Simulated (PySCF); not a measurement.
# SiH3OF (SMILES O[SiH2]F) at 4 levels

Wanted: a comparison of 4 runs (HF/3-21G, B3LYP/aug-cc-pVDZ, BHLYP/aug-cc-pVDZ, M06-L/aug-cc-pVDZ) of SiH3OF. 

Program for the calculation: PySCF 2.14.0.

1 further run of the same task is left out (set aside as unsound or not needed).

### Step 1. Starting point

SiH3OF has 6 atoms, charge 0, and is taken as a singlet. SMILES: `O[SiH2]F`. One bond was lengthened or shortened from a relaxed shape.

Bond lengths: O1–Si2 1.874 Å, Si2–F3 1.596 Å, O1–H4 0.958 Å, Si2–H5 1.474 Å, Si2–H6 1.482 Å. Angles: O1–Si2–F3 111.0°, O1–Si2–H5 106.4°, O1–Si2–H6 111.7°, F3–Si2–H5 108.2°, F3–Si2–H6 106.0°, Si2–O1–H4 119.1°, H5–Si2–H6 113.7°.

### Step 2. The energy at HF/3-21G (run 1)

File run.py:

```python
from pyscf import gto

mol = gto.M(
    atom='''
O     -1.961989    -0.451985    -2.043312
Si     0.714883    -0.017574     0.234137
F      0.341662    -1.743839     2.679254
H     -3.588477     0.227183    -1.630407
H      3.015247    -0.866439    -1.088104
H      0.860014     2.618405     1.167095
''',
    verbose=3,
    basis='3-21g',
    max_memory=1860,
    charge=0,
    unit='bohr',
)

myscf = mol.RHF()
myscf.conv_tol = 1e-10
myscf.kernel()
if not myscf.converged:
    myscf = myscf.newton().run(myscf.mo_coeff, myscf.mo_occ)

e_final = myscf.e_tot
print('E(%s) = %.9f' % ('HF', e_final))
```

Command:

```console
OMP_NUM_THREADS=1 python run.py
```

The program printed:

```text
converged SCF energy = -462.558859925443
E(HF) = -462.558859925
```

Wall time 0.64 s (1 thread of Arm Neoverse V2, shared host); peak memory 0.12 GiB.

### Step 3. The energy at B3LYP/aug-cc-pVDZ (run 2)

File run.py:

```python
from pyscf import gto, dft

system = gto.M(
    atom='''
O     -1.961989    -0.451985    -2.043312
Si     0.714883    -0.017574     0.234137
F      0.341662    -1.743839     2.679254
H     -3.588477     0.227183    -1.630407
H      3.015247    -0.866439    -1.088104
H      0.860014     2.618405     1.167095
''',
    verbose=3,
    basis='aug-cc-pvdz',
    spin=0,
    unit='bohr',
    max_memory=1860,
)

calc0 = dft.RKS(system)
calc0.xc = 'b3lyp'
calc0.grids.level = 5
calc0.conv_tol = 1e-10
calc0.kernel()
if not calc0.converged:
    calc0 = calc0.newton().run(calc0.mo_coeff, calc0.mo_occ)

energy = calc0.e_tot
print(f'total energy: {energy:.8f} hartree')
```

Command:

```console
OMP_NUM_THREADS=1 python run.py
```

The program printed:

```text
converged SCF energy = -466.485684709848
total energy: -466.48568471 hartree
```

It took 15 s on 1 thread of Arm Neoverse V2, shared host; peak memory 0.5 GiB.

Run 3 isn't shown in full; the table further down has it.

### Step 4. A single-point energy at M06-L/aug-cc-pVDZ (run 4)

File calc.py:

```python
from pyscf import gto, dft

mol = gto.M(
    atom='''
O     -1.961989    -0.451985    -2.043312
Si     0.714883    -0.017574     0.234137
F      0.341662    -1.743839     2.679254
H     -3.588477     0.227183    -1.630407
H      3.015247    -0.866439    -1.088104
H      0.860014     2.618405     1.167095
''',
    charge=0,
    basis='aug-cc-pvdz',
    verbose=3,
    max_memory=1860,
    spin=0,
    unit='bohr',
)

calc0 = dft.RKS(mol)
calc0.xc = 'm06-l'
calc0.conv_tol = 1e-10
calc0.grids.level = 5
calc0.kernel()
if not calc0.converged:
    calc0 = calc0.newton().run(calc0.mo_coeff, calc0.mo_occ)

e_tot = calc0.e_tot
print(f'total energy: {e_tot:.8f} hartree')
```

Command:

```console
OMP_NUM_THREADS=1 python calc.py
```

The program printed:

```text
converged SCF energy = -466.438503617189
total energy: -466.43850362 hartree
```

Run time: 32 s. Hardware: 1 thread of Arm Neoverse V2, shared host; peak memory 0.54 GiB.

### Step 5. Overview of the runs

```csv
run,level,integration grid,energy (Eh),dipole moment (D),HOMO energy (eV),LUMO energy (eV),wall time
1,HF/3-21G,–,-462.558860,2.04,-12.77,4.61,0.64 s
2,B3LYP/aug-cc-pVDZ,5,-466.485685,1.52,-8.77,-0.78,15 s
3,BHLYP/aug-cc-pVDZ,5,-466.389821,1.63,-10.68,0.03,15 s
4,M06-L/aug-cc-pVDZ,5,-466.438504,1.50,-7.49,-0.59,32 s
```

### Step 6. What came out

```
            quantity          value
 run 4: total energy  -466.43850 Eh
run 4: dipole moment         1.50 D
  run 4: HOMO energy       -7.49 eV
  run 4: LUMO energy       -0.59 eV
run 4: HOMO–LUMO gap        6.89 eV
```

The dipole moment (its size) runs from 1.50 D (M06-L/aug-cc-pVDZ) to 2.04 D (HF/3-21G). The two ends differ in method and basis. The HOMO–LUMO gap runs from 6.89 eV (M06-L/aug-cc-pVDZ) to 17.38 eV (HF/3-21G). Totals of different functionals can't be ranked against each other. All runs together took 63 s, the longest 32 s.
